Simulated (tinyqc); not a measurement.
Inside a calculation. Method: Pariser-Parr-Pople SCF with singles CI, for the molecule N=CC=O (SMILES; centres numbered as the heavy atoms are written). One step of it, computed by the program tinyqc.

Task: Iteration 3: Fock matrix. F_rr = H_rr + P_rr gamma_rr / 2 + sum_(s != r) P_ss gamma_rs; F_rs = H_rs - P_rs gamma_rs / 2; E = tr P (H + F) / 2 + core repulsion sum_(r<s) z_r z_s gamma_rs.

P after iteration 2, order 1N, 2C, 3C, 4O:
```
[[1.142742, 0.920119, 0.145361, -0.334480],
 [0.920119, 0.817581, 0.344195, 0.040435],
 [0.145361, 0.344195, 0.691085, 0.874627],
 [-0.334480, 0.040435, 0.874627, 1.348592]]
```

core matrix H (eV), order 1N, 2C, 3C, 4O:
```
[[-26.546521, -2.510000, 0.000000, 0.000000],
 [-2.510000, -26.074217, -2.390000, 0.000000],
 [0.000000, -2.390000, -26.219771, -2.510000],
 [0.000000, 0.000000, -2.510000, -30.595315]]
```

repulsion gamma_rs (eV), order 1N, 2C, 3C, 4O:
```
[[12.300000, 5.475536, 3.940734, 3.030251],
 [5.475536, 11.130000, 5.346327, 4.092353],
 [3.940734, 5.346327, 11.130000, 5.772710],
 [3.030251, 4.092353, 5.772710, 15.200000]]
```

Centres (angstrom, eV; a flat drawing with bonds scaled to 1.40 angstrom):
```
centre          x          y  core charge z          W   gamma_rr
1N       1.848000  -0.127000              1  14.100000  12.300000
2C       0.559000   0.421000              1  11.160000  11.130000
3C      -0.559000  -0.421000              1  11.160000  11.130000
4O      -1.848000   0.127000              1  17.700000  15.200000
```

Give: F; pi energy.

Result:

F (eV), order 1N, 2C, 3C, 4O:
```
[[-8.2320, -5.0291, -0.2864, 0.5068],
 [-5.0291, -6.0536, -3.3101, -0.0827],
 [-0.2864, -3.3101, -5.7146, -5.0345],
 [0.5068, -0.0827, -5.0345, -9.5480]]
```

pi energy = -59.1621 eV
